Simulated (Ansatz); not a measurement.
```yaml
crystal:
  periodic: [false, false, false]
  atoms:
    - {symbol: Al, position_ang: [-2.780589, -0.237262, -0.002393]}
    - {symbol: Si, position_ang: [-0.391386, -0.097588, -0.000762]}
    - {symbol: N, position_ang: [1.225131, -0.184762, -0.000861]}
    - {symbol: H, position_ang: [1.946844, 0.519613, 0.004015]}
basis:
  gaussian: {orbitals: def2-TZVP}
magnetization: {spin_polarized: true, initial_magnetization: 1}
hamiltonian: {xc: pbe0}
relax: {f_tol: 0.004, max_steps: 80}
```

```sh
$ ansatz run in.yaml --threads 1 --pin off --events-out ev --progress --plain --max-ram 2176MiB
```

Steps of the relaxation (energy above the last step; positions in Å, forces in eV/Å):

```
4
step 1, 225.2 meV
Al   -2.781   -0.237   -0.002   -1.250   -0.095   -0.001
Si   -0.391   -0.098   -0.001    2.846    0.007    0.001
N     1.225   -0.185   -0.001   -1.667    0.100    0.000
H     1.947    0.520    0.004    0.070   -0.011    0.000
```

```
4
step 2, 100.4 meV
Al   -2.871   -0.255   -0.003   -0.302   -0.041    0.000
Si   -0.351   -0.075   -0.001    1.171   -0.070    0.000
N     1.244   -0.181   -0.001   -0.940    0.229    0.001
H     1.978    0.512    0.004    0.070   -0.117   -0.001
```

```
4
step 3, 79.5 meV
Al   -2.860   -0.299   -0.003   -0.335   -0.052    0.000
Si   -0.350   -0.001    0.000   -0.486    0.018    0.000
N     1.201   -0.150   -0.001    0.698    0.197    0.002
H     2.008    0.451    0.004    0.123   -0.163   -0.001
```

```
4
step 5, 37.6 meV
Al   -2.967   -0.372   -0.003    0.058    0.007    0.000
Si   -0.362    0.057    0.000    0.489   -0.055    0.000
N     1.199    0.015    0.000   -1.900   -0.304   -0.003
H     2.130    0.300    0.003    1.353    0.352    0.003
```

```
4
step 7, 7.0 meV
Al   -2.976   -0.365   -0.003    0.002   -0.001    0.000
Si   -0.365   -0.013    0.000    0.001    0.005    0.000
N     1.174    0.140    0.001   -0.003   -0.008    0.000
H     2.167    0.238    0.002    0.001    0.004    0.000
```

```
4
step 8, 7.0 meV
Al   -2.975   -0.365   -0.003    0.001   -0.001    0.000
Si   -0.365   -0.012    0.000    0.000    0.005    0.000
N     1.174    0.140    0.001   -0.001   -0.008    0.000
H     2.167    0.237    0.002    0.000    0.004    0.000
```

```
4
step 10, 9.0 meV
Al   -2.924   -0.468   -0.004   -0.019   -0.015    0.000
Si   -0.398    0.214    0.001    0.656   -0.023    0.000
N     1.159    0.123    0.001   -0.378    0.063    0.000
H     2.163    0.131    0.002   -0.259   -0.026    0.000
```

```
4
step 18, 0.2 meV
Al   -2.813   -0.570   -0.005    0.007    0.001    0.000
Si   -0.405    0.440    0.003    0.003    0.004    0.000
N     1.114    0.135    0.001    0.013   -0.014    0.000
H     2.103   -0.005    0.001   -0.023    0.009    0.000
```

```
4
step 23, 0.0 meV
Al   -2.784   -0.586   -0.005    0.000    0.000    0.000
Si   -0.407    0.480    0.003    0.000    0.000    0.000
N     1.103    0.132    0.001    0.000    0.000    0.000
H     2.088   -0.026    0.000    0.000    0.000    0.000
```

Close pairs at the end: N3–H4 0.998 Å, Si2–N3 1.550 Å, Al1–Si2 2.605 Å.

A stationary point of unrestricted PBE0 after 23 steps, with ⟨S²⟩ = 0.757 against 0.75 for a pure state; no frequencies were run, so it isn't proven a minimum. 4.6 min on 1 thread of Intel Xeon Platinum 8259CL, shared host.
